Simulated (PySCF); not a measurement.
First SCF of a structure search on doublet CH₃, at a hand-made trigonal pyramidal geometry. PySCF input:

```python
from pyscf import gto, scf, dft
mol = gto.M(atom='''
C      0.000000     0.000000     0.000000
H      0.944800     0.000000     0.502300
H     -0.472400     0.818200     0.502300
H     -0.472400    -0.818200     0.502300''',
    basis={'C': 'def2-TZVP', 'H': 'def2-TZVP'},
    charge=0, spin=1)
mf = dft.UKS(mol, xc='PBE')
mf.grids.atom_grid = (50, 194)
aux = {'C': 'def2-universal-JKFIT', 'H': 'def2-universal-JKFIT'}
mf = mf.density_fit(auxbasis=aux)
mf.conv_tol = 1e-08
mf.diis_space = 10
mf.max_cycle = 60
mf.init_guess = 'minao'
mf.verbose = 4
mf.kernel()
```

Excerpt of the output (cycles alone):

```
init E= -39.6381846519251
cycle= 1 E= -39.7364135961266  delta_E= -0.0982  |g|= 0.183  |ddm|= 0.852
cycle= 2 E= -39.7281681077426  delta_E= 0.00825  |g|= 0.222  |ddm|= 0.283
cycle= 3 E= -39.7552560225728  delta_E= -0.0271  |g|= 0.0227  |ddm|= 0.172
cycle= 4 E= -39.7555260572141  delta_E= -0.00027  |g|= 0.00661  |ddm|= 0.0197
cycle= 5 E= -39.755553564964  delta_E= -2.75e-05  |g|= 0.000714  |ddm|= 0.0073
cycle= 6 E= -39.7555541896329  delta_E= -6.25e-07  |g|= 0.000148  |ddm|= 0.000976
cycle= 7 E= -39.7555542212056  delta_E= -3.16e-08  |g|= 1.49e-05  |ddm|= 0.000281
cycle= 8 E= -39.7555542214024  delta_E= -1.97e-10  |g|= 1.58e-06  |ddm|= 2.16e-05
Extra cycle  E= -39.7555542214035  delta_E= -1.04e-12  |g|= 1.27e-06  |ddm|= 2.68e-06
converged SCF energy = -39.7555542214035  <S^2> = 0.75286836  2S+1 = 2.0028663
```

No lower solution of this spin was found by a stability analysis within the unrestricted form.

The search for the lowest solution, with the stability check, took 1.6 s on 2 threads of a shared Arm Neoverse V2 host, with 49 basis functions; the process peaked at 0.25 GiB. Launch command: `OMP_NUM_THREADS=2 python axn.py task.json out`.
